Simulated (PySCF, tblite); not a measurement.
Silane, SiH₄.
Atom-mapped SMILES: `[SiH4:1]` (hydrogens: H2, H3, H4, H5 on Si1)

Computed with GFN2-xTB (tblite), gas phase: Langevin dynamics at 400 K from the optimised GFN2-xTB geometry, time step 0.5 fs, friction 0.01 fs⁻¹, 2000 steps. Over the second half of the run the saved frames average 366 K.

Frame at 250 fs, instantaneous temperature 294 K:
```
atom  x, y, z in Å
Si1    -0.738    0.362    0.450
H2      0.118   -0.228   -0.712
H3      0.069    1.247    1.390
H4     -1.729    1.338    0.013
H5     -1.291   -0.944    0.841
```

Frame at 425 fs, instantaneous temperature 432 K:
```
atom  x, y, z in Å
Si1    -1.034    0.226    0.591
H2     -0.313    1.186   -0.233
H3     -2.109   -0.198   -0.309
H4     -0.354   -0.961    1.071
H5     -1.713    0.706    1.746
```

Frame at 625 fs, instantaneous temperature 320 K:
```
atom  x, y, z in Å
Si1    -0.700   -0.116   -0.718
H2     -2.042    0.254   -1.214
H3     -0.639   -1.594   -1.013
H4      0.325    0.713   -1.345
H5     -0.272    0.017    0.719
```

Frame at 800 fs, instantaneous temperature 220 K:
```
atom  x, y, z in Å
Si1    -0.714   -0.479   -1.301
H2     -1.395    0.672   -0.566
H3     -1.450   -1.681   -0.861
H4     -0.936   -0.456   -2.793
H5      0.729   -0.370   -1.131
```

Frame at 1000 fs, instantaneous temperature 494 K:
```
atom  x, y, z in Å
Si1    -0.630   -0.050   -0.709
H2     -0.868    1.265   -0.088
H3      0.272   -0.186   -1.823
H4      0.012   -0.868    0.372
H5     -1.886   -0.829   -0.785
```

**Question.** What do single points at PBE0/def2-SVPD (PySCF, gas phase, TDDFT, vertical, frozen core in the response) give on these frames?

**Answer.** 
```json
{"t (fs)": "250", "GFN2-xTB E above start (eV)": "0.27", "DFT E above lowest frame (eV)": "0.18", "HOMO (eV)": "-9.20", "LUMO (eV)": "0.42", "dipole (D)": "0.31", "S1 (eV)": "8.22", "f(S1)": "0.011"}
{"t (fs)": "425", "GFN2-xTB E above start (eV)": "0.11", "DFT E above lowest frame (eV)": "0.10", "HOMO (eV)": "-9.50", "LUMO (eV)": "0.59", "dipole (D)": "0.39", "S1 (eV)": "8.81", "f(S1)": "0.027"}
{"t (fs)": "625", "GFN2-xTB E above start (eV)": "0.14", "DFT E above lowest frame (eV)": "0.07", "HOMO (eV)": "-9.28", "LUMO (eV)": "0.39", "dipole (D)": "0.22", "S1 (eV)": "8.34", "f(S1)": "0.006"}
{"t (fs)": "800", "GFN2-xTB E above start (eV)": "0.11", "DFT E above lowest frame (eV)": "0.00", "HOMO (eV)": "-9.41", "LUMO (eV)": "0.54", "dipole (D)": "0.27", "S1 (eV)": "8.62", "f(S1)": "0.003"}
{"t (fs)": "1000", "GFN2-xTB E above start (eV)": "0.16", "DFT E above lowest frame (eV)": "0.10", "HOMO (eV)": "-9.18", "LUMO (eV)": "0.46", "dipole (D)": "0.62", "S1 (eV)": "8.43", "f(S1)": "0.017"}
```

The two levels order the frames alike by energy but for pairs within 0.08 eV at one level; measured from each level's lowest frame they differ by 0.10 eV at most. The HOMO–LUMO gap runs from 9.62 to 10.09 eV. These are instantaneous structures, not minima.

The cost below is that of the whole dynamics run. The run took 5.3 s wall on Arm Neoverse N1, one thread, no GPU, shared host, and the process peaked at 0.18 GiB of memory.
